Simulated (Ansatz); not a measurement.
Born–Oppenheimer molecular dynamics of B2H4S (7 atoms, charge 0, multiplicity 1). It starts from a relaxed structure.

The calculation used RKS PBE-D4/def2-SVP (Ansatz).

```
ensemble        : NVT, Langevin thermostat
time step       : 0.25 fs
steps asked     : 300
set temperature : 300 K
friction        : 0.02 /fs
seed            : 243572
```

Frames 0.25 fs apart, positions in Å, forces in eV/Å.

Velocities at 5.0 fs (Å/ps):

```
B -1.17 -4.26 -8.25
S 0.61 -3.26 3.19
B -3.91 8.25 -0.14
H 0.45 12.38 2.81
H -0.54 -9.52 -6.20
H 0.67 -0.76 12.43
H -7.48 7.52 14.70
```

```xyz
7
Properties=species:S:1:pos:R:3:forces:R:3 time_fs=5.0 energy_less_start_eV=0.094 T=190
B -1.322 -0.135 -0.564 0.93 0.03 -0.01
S -0.435 0.483 0.949 -0.60 -0.11 -0.59
B 1.298 0.180 0.577 -0.20 -0.90 -0.87
H -0.627 -0.619 -1.502 -0.71 0.37 0.74
H -2.532 0.003 -0.542 0.14 -0.12 -0.11
H 2.073 0.445 1.444 0.42 0.23 0.22
H 1.572 -0.413 -0.486 0.03 0.50 0.61
7
Properties=species:S:1:pos:R:3:forces:R:3 time_fs=5.2 energy_less_start_eV=0.090 T=206
B -1.323 -0.136 -0.566 0.93 0.07 0.07
S -0.435 0.482 0.950 -0.65 -0.11 -0.61
B 1.298 0.182 0.577 -0.16 -0.88 -0.76
H -0.627 -0.615 -1.500 -0.68 0.34 0.69
H -2.532 0.001 -0.544 0.13 -0.12 -0.11
H 2.073 0.445 1.446 0.38 0.22 0.18
H 1.569 -0.411 -0.482 0.05 0.48 0.55
7
Properties=species:S:1:pos:R:3:forces:R:3 time_fs=5.5 energy_less_start_eV=0.087 T=191
B -1.323 -0.137 -0.567 0.93 0.12 0.15
S -0.435 0.481 0.951 -0.69 -0.11 -0.63
B 1.296 0.184 0.577 -0.12 -0.86 -0.66
H -0.627 -0.612 -1.499 -0.64 0.31 0.63
H -2.531 -0.002 -0.546 0.11 -0.12 -0.11
H 2.073 0.444 1.449 0.35 0.22 0.14
H 1.567 -0.409 -0.478 0.07 0.45 0.48
7
Properties=species:S:1:pos:R:3:forces:R:3 time_fs=5.8 energy_less_start_eV=0.084 T=173
B -1.323 -0.138 -0.569 0.93 0.16 0.23
S -0.434 0.481 0.952 -0.74 -0.11 -0.65
B 1.295 0.186 0.577 -0.08 -0.83 -0.55
H -0.627 -0.608 -1.497 -0.60 0.28 0.57
H -2.531 -0.004 -0.548 0.08 -0.12 -0.11
H 2.073 0.443 1.452 0.31 0.21 0.09
H 1.565 -0.407 -0.474 0.09 0.42 0.41
7
Properties=species:S:1:pos:R:3:forces:R:3 time_fs=6.0 energy_less_start_eV=0.082 T=180
B -1.324 -0.139 -0.571 0.93 0.20 0.32
S -0.434 0.480 0.952 -0.78 -0.11 -0.66
B 1.294 0.188 0.577 -0.03 -0.81 -0.44
H -0.628 -0.603 -1.495 -0.56 0.24 0.51
H -2.530 -0.006 -0.549 0.05 -0.11 -0.10
H 2.073 0.442 1.455 0.27 0.20 0.04
H 1.563 -0.404 -0.470 0.11 0.39 0.33
7
Properties=species:S:1:pos:R:3:forces:R:3 time_fs=6.2 energy_less_start_eV=0.080 T=169
B -1.324 -0.140 -0.572 0.93 0.25 0.40
S -0.434 0.479 0.953 -0.82 -0.11 -0.67
B 1.293 0.190 0.576 0.02 -0.78 -0.32
H -0.628 -0.598 -1.492 -0.51 0.20 0.43
H -2.529 -0.008 -0.551 0.02 -0.11 -0.10
H 2.074 0.441 1.458 0.23 0.20 -0.01
H 1.560 -0.402 -0.466 0.13 0.35 0.26
7
Properties=species:S:1:pos:R:3:forces:R:3 time_fs=6.5 energy_less_start_eV=0.078 T=184
B -1.324 -0.140 -0.573 0.92 0.30 0.48
S -0.434 0.478 0.954 -0.86 -0.10 -0.67
B 1.292 0.191 0.576 0.07 -0.74 -0.19
H -0.628 -0.592 -1.490 -0.46 0.15 0.36
H -2.528 -0.009 -0.553 -0.01 -0.11 -0.10
H 2.075 0.441 1.460 0.18 0.19 -0.06
H 1.558 -0.400 -0.462 0.16 0.31 0.17
7
Properties=species:S:1:pos:R:3:forces:R:3 time_fs=6.8 energy_less_start_eV=0.078 T=182
B -1.324 -0.141 -0.574 0.91 0.35 0.56
S -0.434 0.477 0.955 -0.90 -0.10 -0.67
B 1.290 0.193 0.575 0.12 -0.69 -0.05
H -0.628 -0.586 -1.488 -0.42 0.11 0.29
H -2.527 -0.011 -0.555 -0.03 -0.11 -0.09
H 2.075 0.441 1.463 0.13 0.18 -0.12
H 1.556 -0.397 -0.458 0.18 0.27 0.08
7
Properties=species:S:1:pos:R:3:forces:R:3 time_fs=7.0 energy_less_start_eV=0.080 T=180
B -1.325 -0.142 -0.575 0.90 0.40 0.65
S -0.434 0.476 0.955 -0.94 -0.10 -0.68
B 1.289 0.194 0.575 0.17 -0.65 0.09
H -0.627 -0.580 -1.485 -0.37 0.07 0.21
H -2.526 -0.012 -0.557 -0.06 -0.12 -0.09
H 2.076 0.440 1.466 0.09 0.17 -0.17
H 1.554 -0.395 -0.454 0.21 0.23 0.00
7
Properties=species:S:1:pos:R:3:forces:R:3 time_fs=7.2 energy_less_start_eV=0.082 T=180
B -1.325 -0.142 -0.576 0.87 0.46 0.74
S -0.434 0.474 0.956 -0.98 -0.10 -0.68
B 1.288 0.195 0.575 0.22 -0.61 0.22
H -0.627 -0.574 -1.482 -0.31 0.02 0.12
H -2.526 -0.013 -0.559 -0.08 -0.12 -0.09
H 2.076 0.440 1.469 0.04 0.16 -0.23
H 1.551 -0.392 -0.451 0.23 0.19 -0.08
7
Properties=species:S:1:pos:R:3:forces:R:3 time_fs=7.5 energy_less_start_eV=0.086 T=171
B -1.325 -0.143 -0.577 0.83 0.51 0.83
S -0.434 0.473 0.957 -1.01 -0.10 -0.68
B 1.287 0.196 0.574 0.27 -0.57 0.35
H -0.628 -0.568 -1.479 -0.24 -0.03 0.04
H -2.525 -0.015 -0.561 -0.10 -0.12 -0.09
H 2.076 0.440 1.472 0.00 0.15 -0.28
H 1.549 -0.390 -0.448 0.26 0.15 -0.16
7
Properties=species:S:1:pos:R:3:forces:R:3 time_fs=7.8 energy_less_start_eV=0.090 T=170
B -1.325 -0.143 -0.578 0.79 0.56 0.93
S -0.434 0.472 0.958 -1.04 -0.09 -0.69
B 1.285 0.197 0.574 0.31 -0.53 0.47
H -0.629 -0.562 -1.478 -0.18 -0.07 -0.05
H -2.525 -0.016 -0.562 -0.11 -0.12 -0.08
H 2.077 0.439 1.475 -0.05 0.14 -0.34
H 1.547 -0.389 -0.444 0.28 0.12 -0.23
```

Of the whole run (75 fs, mean temperature of the second half 274 K): A run of 0.075 ps of so small a system gives no equilibrium averages.

Run time: 2.1 min on 1 thread of Intel(R) Xeon(R) 6975P-C (Granite Rapids) (shared host), peak memory 0.1 GiB.
